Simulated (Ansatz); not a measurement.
# One shape, several levels: [SiH5]− (SMILES [H][Si-]([H])([H])([H])[H])

Aim: a comparison of 6 runs (HF/STO-3G, BHLYP/STO-3G, UB3LYP/STO-3G, wB97M-V/STO-3G, UMP2/STO-3G, CCSDTQ/STO-3G) of [SiH5]−. 

The results are computed with Ansatz 0.2.0.

## Step 1: The molecule

[SiH5]−: 6 atoms, total charge -1, spin state singlet. SMILES: `[H][Si-]([H])([H])([H])[H]`. The H4–Si1 distance was set to 2.982 Å, away from the relaxed value. At this shape a bond of the SMILES string is far longer than usual.

Bond lengths: Si1–H2 1.639 Å, Si1–H3 1.644 Å, Si1–H5 1.491 Å, Si1–H6 1.491 Å. Angles: H2–Si1–H3 179.9°, H2–Si1–H5 90.0°, H2–Si1–H6 90.1°, H3–Si1–H5 90.0°, H3–Si1–H6 90.0°, H5–Si1–H6 120.0°.

## Step 2: The energy at HF/STO-3G (run 1)

Contents of run.yaml:

```yaml
crystal:
  periodic: [false, false, false]
  atoms:
    - {symbol: Si, position_ang: [-1.491069, -0.011390, -0.016260]}
    - {symbol: H, position_ang: [-1.510719, -0.019410, 1.622180]}
    - {symbol: H, position_ang: [-1.469039, -0.003760, -1.660170]}
    - {symbol: H, position_ang: [1.490630, 0.011850, 0.019200]}
    - {symbol: H, position_ang: [-2.248379, 1.273480, -0.020350]}
    - {symbol: H, position_ang: [-2.225559, -1.308870, -0.033250]}
basis:
  gaussian:
    orbitals: STO-3G
total_charge: -1
hamiltonian:
  xc: hf
accuracy: high
```

The run is started by

```console
$ ansatz run run.yaml --threads 1 --pin off --max-ram 2610MiB --events-out events.jsonl --progress --plain --runs-dir runs
```

The program printed:

```text
Warning: RAYON_NUM_THREADS=1 ignored (pool sized by the plan → 1); use --threads N
Functional definition: HF
  name "HF"
  exchange = exact_x
  correlation = 0
221 factors; integrals over basis functions are off by at most 1.7e-8 eV
mean field evaluation 1: about -7834.7621 eV, gradient 1.5e1 eV
mean field evaluation 2: about -7834.7783 eV, gradient 1.5e1 eV
mean field evaluation 4: about -7836.7684 eV, gradient 7.9e-1 eV
mean field evaluation 8: about -7836.7705 eV, gradient 1.5e-3 eV
mean field -7836.77046655 eV, -287.9960026920 hartree, gradient 1.8e-8 eV, S^2 0.000000; 0 other end points of the search recorded, 0 dependent functions left out
reference -7836.77046655 eV, -287.9960026920 hartree; 10, 10 occupied and 4, 4 virtual orbitals, 221 factors
Total energy: -7836.77046655 eV, -287.9960026920 hartree
```

Wall time 0.08 s (1 thread of Arm Neoverse V1, shared host).

## Step 3: The energy at BHLYP/STO-3G (run 2)

Contents of input.yaml:

```yaml
basis:
  gaussian: {orbitals: STO-3G}
crystal:
  periodic: [false, false, false]
  atoms:
    - {symbol: Si, position_ang: [-1.491069, -0.011390, -0.016260]}
    - {symbol: H, position_ang: [-1.510719, -0.019410, 1.622180]}
    - {symbol: H, position_ang: [-1.469039, -0.003760, -1.660170]}
    - {symbol: H, position_ang: [1.490630, 0.011850, 0.019200]}
    - {symbol: H, position_ang: [-2.248379, 1.273480, -0.020350]}
    - {symbol: H, position_ang: [-2.225559, -1.308870, -0.033250]}
hamiltonian: {xc: {name: BHLYP}}
magnetization: {spin_polarized: false, initial_magnetization: 0}
accuracy: high
total_charge: -1
```

The run is started by

```console
$ ansatz run input.yaml --threads 1 --pin off --max-ram 2610MiB --events-out events.jsonl --progress --plain --runs-dir runs
```

The program printed:

```text
Warning: RAYON_NUM_THREADS=1 ignored (pool sized by the plan → 1); use --threads N
Functional definition: BHLYP
  name "BHLYP"
  parameter a = 0.5
  exchange = (1 - a)*b88_x + a*exact_x
  correlation = lyp_c
221 factors; integrals over basis functions are off by at most 1.7e-8 eV
mean field evaluation 1: about -7851.9282 eV, gradient 2.1e1 eV
mean field evaluation 2: about -7839.4661 eV, gradient 3.0e1 eV
mean field evaluation 4: about -7855.6473 eV, gradient 2.3e0 eV
mean field evaluation 8: about -7855.6948 eV, gradient 3.7e-2 eV
mean field evaluation 16: about -7855.6725 eV, gradient 3.8e-6 eV
mean field -7855.67249061 eV, -288.6906392640 hartree, gradient 6.8e-8 eV, S^2 0.000000; 0 other end points of the search recorded, 0 dependent functions left out
reference -7855.67251056 eV, -288.6906399972 hartree; 10, 10 occupied and 4, 4 virtual orbitals, 221 factors
Total energy: -7855.67251056 eV, -288.6906399972 hartree
```

Wall time 0.82 s (1 thread of Arm Neoverse V1, shared host).

Runs 3 to 4 aren't shown in full; the table further down has their settings and results.

## Step 4: The energy at UMP2/STO-3G (run 5)

Contents of run.yaml:

```yaml
crystal:
  periodic: [false, false, false]
  atoms:
    - symbol: Si
      position_ang: [-1.491069, -0.011390, -0.016260]
    - symbol: H
      position_ang: [-1.510719, -0.019410, 1.622180]
    - symbol: H
      position_ang: [-1.469039, -0.003760, -1.660170]
    - symbol: H
      position_ang: [1.490630, 0.011850, 0.019200]
    - symbol: H
      position_ang: [-2.248379, 1.273480, -0.020350]
    - symbol: H
      position_ang: [-2.225559, -1.308870, -0.033250]
basis:
  gaussian:
    orbitals: STO-3G
total_charge: -1
magnetization:
  spin_polarized: true
correlation:
  method: mp2
  frozen_orbitals: {H: 0, Si: 5}
accuracy: high
```

The run is started by

```console
$ ansatz run run.yaml --threads 1 --pin off --max-ram 2610MiB --events-out events.jsonl --progress --plain --runs-dir runs
```

The program printed:

```text
Warning: RAYON_NUM_THREADS=1 ignored (pool sized by the plan → 1); use --threads N
[... 4 set-up lines as earlier in the session ...]
221 factors; integrals over basis functions are off by at most 1.7e-8 eV
mean field evaluation 1: about -7834.7621 eV, gradient 1.0e1 eV
mean field evaluation 2: about -7834.7783 eV, gradient 1.0e1 eV
mean field evaluation 4: about -7836.7684 eV, gradient 5.6e-1 eV
mean field evaluation 8: about -7836.7705 eV, gradient 1.1e-5 eV
mean field evaluation 16: about -7838.4421 eV, gradient 6.3e-3 eV
mean field evaluation 32: about -7838.4379 eV, gradient 2.1e-4 eV
mean field -7838.43793610 eV, -288.0572810675 hartree, gradient 1.4e-8 eV, S^2 0.934240; 5 other end points of the search recorded, 0 dependent functions left out
5 core orbitals not correlated: weight in the atoms' cores, before any rotation towards them, 0.999 or more for the frozen orbitals, at most 0.000 for the correlated occupied ones
reference -7838.43793610 eV, -288.0572810675 hartree; 5, 5 occupied and 4, 4 virtual orbitals, 221 factors
second order -1.12618852 eV of doubles, -0.00000000 eV of singles
Total energy: -7839.56412462 eV, -288.0986677324 hartree
```

It took 0.12 s on 1 thread of Arm Neoverse V1, shared host.

## Step 5: A single-point energy at CCSDTQ/STO-3G (run 6)

Edit input.yaml of step 3 so:

```diff
@@ -1,3 +1 @@
-basis:
-  gaussian: {orbitals: STO-3G}
 crystal:
@@ -11,5 +9,7 @@
     - {symbol: H, position_ang: [-2.225559, -1.308870, -0.033250]}
-hamiltonian: {xc: {name: BHLYP}}
-magnetization: {spin_polarized: false, initial_magnetization: 0}
+basis:
+  gaussian: {orbitals: STO-3G}
+total_charge: -1
+correlation: {method: ccsdtq, frozen_orbitals: {H: 0, Si: 5}}
 accuracy: high
-total_charge: -1
+scf: {omitted_lower_state_checks: [cluster_reference, increment]}
```

The run is started by

```console
$ ansatz run input.yaml --threads 1 --pin off --max-ram 2610MiB --events-out events.jsonl --progress --plain --runs-dir runs
```

The program printed, cut to the lines that bear on the results:

```text
Warning: RAYON_NUM_THREADS=1 ignored (pool sized by the plan → 1); use --threads N
[... 2 set-up lines as earlier in the session ...]
[...]
221 factors; integrals over basis functions are off by at most 1.7e-8 eV
[...]
mean field -7836.77046655 eV, -287.9960026920 hartree, gradient 1.8e-8 eV, S^2 0.000000; 0 other end points of the search recorded, 0 dependent functions left out; unrestricted orbitals would lower it
5 core orbitals not correlated: weight in the atoms' cores, before any rotation towards them, 0.999 or more for the frozen orbitals, at most 0.000 for the correlated occupied ones
reference -7836.77046655 eV, -287.9960026920 hartree; 5, 5 occupied and 4, 4 virtual orbitals, 221 factors
second order -2.30651838 eV of doubles, -0.00000000 eV of singles
cycle   1  -2.59191419 eV  change   -6.6e-1 eV  update   1.4e-1
[...]
cycle  28  -3.68636698 eV  change  -4.6e-10 eV  update  1.8e-10
WARN: these amplitudes may be one of several solutions (largest doubles amplitude 0.54, level shift 2.74 eV)
Total energy: -7840.45683353 eV, -288.1314741796 hartree
Checks for a lower state left out: cluster_reference, increment
```

Wall time 0.99 s (1 thread of Arm Neoverse V1, shared host).

## Step 6: The series

| run | level | frozen core orbitals | energy (Eh) | wall time |
| --- | --- | --- | --- | --- |
| 1 | HF/STO-3G | – | -287.996003 | 0.08 s |
| 2 | BHLYP/STO-3G | – | -288.690640 | 0.82 s |
| 3 | UB3LYP/STO-3G | – | -288.758692 | 2.6 s |
| 4 | wB97M-V/STO-3G | – | -288.708356 | 12 s |
| 5 | UMP2/STO-3G | 5 | -288.098668 | 0.12 s |
| 6 | CCSDTQ/STO-3G | 5 | -288.131474 | 0.99 s |

## Step 7: What came out

```
                                          quantity          value
                               run 6: total energy  -288.13147 Eh
run 6: correlation energy (5 core orbitals frozen)     -135.5 mEh
                              run 6: T1 diagnostic          0.094
```

Below the HF energy at the same shape and in the same basis (STO-3G): UMP2 -102.7 mEh; CCSDTQ -135.5 mEh. Some of these start from another determinant than that one, so these aren't their correlation energies. Totals of different functionals can't be ranked against each other. In run 6 the log says that unrestricted orbitals would lower the reference, so the values rest on an unstable closed-shell determinant (other closed-shell runs at this shape may share the fault). In runs 1, 2, 3, 4, 5, 6 the basis is minimal, so the values are rough. Spin contamination of the reference: run 5 ⟨S²⟩ = 0.93, run 3 ⟨S²⟩ = 0.49. Where it is this large, the reference is a mixture of spin states, and values that rest on it are in doubt. All runs together took 17 s, the longest 12 s.
